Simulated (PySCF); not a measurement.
**From one method to the next for F2**

What do other methods print for F2?

Method: method and basis as typed in the scripts; program: PySCF 2.14.0.

## 1. Starting geometry

F2: 2 atoms, charge 0, spin multiplicity 1.

Bond lengths: F1–F2 1.230 Å.

## 2. The run that the others are compared with

File input.py:

```python
from pyscf import gto, scf

mol = gto.M(
    atom='F 0 0 0; F 0 0 1.23',
    basis='jorge-dzp',
    charge=0,
    spin=0,
    verbose=4,
)
mf = scf.UHF(mol)
mf.kernel()
mf.dip_moment()
print('orbital energies (hartree):', [e[max(0, n-3):n+3].round(4) for e, n in zip(mf.mo_energy, mol.nelec)])
```

On the command line:

```
> OMP_NUM_THREADS=1 python input.py
```

## 3. RHF

Variant 1 changes SCF type: UHF → RHF.

File input.py:

```python
from pyscf import gto, scf

mol = gto.M(
    atom='F 0 0 0; F 0 0 1.23',
    basis='jorge-dzp',
    charge=0,
    spin=0,
    verbose=4,
)
mf = scf.RHF(mol)
mf.kernel()
mf.dip_moment()
print('orbital energies (hartree):', mf.mo_energy[..., max(0, mol.nelec[1]-3):mol.nelec[0]+3].round(4))
```

## 4. CCSD(T)

Variant 2 changes step after the SCF: none → ccsd(t); frozen orbitals: none → 2.

Edit input.py of step 2 so:

```diff
@@ -1,2 +1,2 @@
-from pyscf import gto, scf
+from pyscf import gto, scf, cc
 
@@ -11,2 +11,5 @@
 mf.kernel()
+mycc = cc.CCSD(mf, frozen=2)
+mycc.kernel()
+mycc.ccsd_t()
 mf.dip_moment()
```

## 5. Hcth407 (UKS)

Variant 3 changes functional: none (Hartree–Fock) → hcth407; SCF type: UHF → UKS; step after the SCF: none → analyze.

File input.py:

```python
from pyscf import gto, dft

mol = gto.M(
    atom='F 0 0 0; F 0 0 1.23',
    basis='jorge-dzp',
    charge=0,
    spin=0,
    verbose=4,
)
mf = dft.UKS(mol, xc='hcth407')
mf.kernel()
mf.analyze()
print('orbital energies (hartree):', [e[max(0, n-3):n+3].round(4) for e, n in zip(mf.mo_energy, mol.nelec)])
```

## 6. MP2

Variant 4 changes step after the SCF: none → mp2.

Edit input.py of step 2 so:

```diff
@@ -1,2 +1,2 @@
-from pyscf import gto, scf
+from pyscf import gto, scf, mp
 
@@ -11,2 +11,3 @@
 mf.kernel()
+mp.MP2(mf).kernel()
 mf.dip_moment()
```

Before running it: what results should come out? Wanted: for each run, E(SCF); from base; gap; after the SCF.

As calculated:

| run | E(SCF) (hartree) | from base (eV) | cycles | gap (eV) | after the SCF |
| --- | --- | --- | --- | --- | --- |
| base | -198.712184 | 0 | 8 | 24.11 | n/a |
| RHF | -198.712184 | 0.0000 | 7 | 24.11 | n/a |
| CCSD(T) | -198.712184 | 0.0000 | 8 | 24.11 | CCSD(T) correlation -10.146 eV, core frozen |
| hcth407 (UKS) | -199.478052 | not comparable | 6 | 6.79 | n/a |
| MP2 | -198.712184 | 0.0000 | 8 | 24.11 | MP2 correlation -10.468 eV |

**Reading.** The SCF energy stays the same, to the digits that matter, with RHF. Total energies of different functionals can't be compared with each other; differences within one functional can.
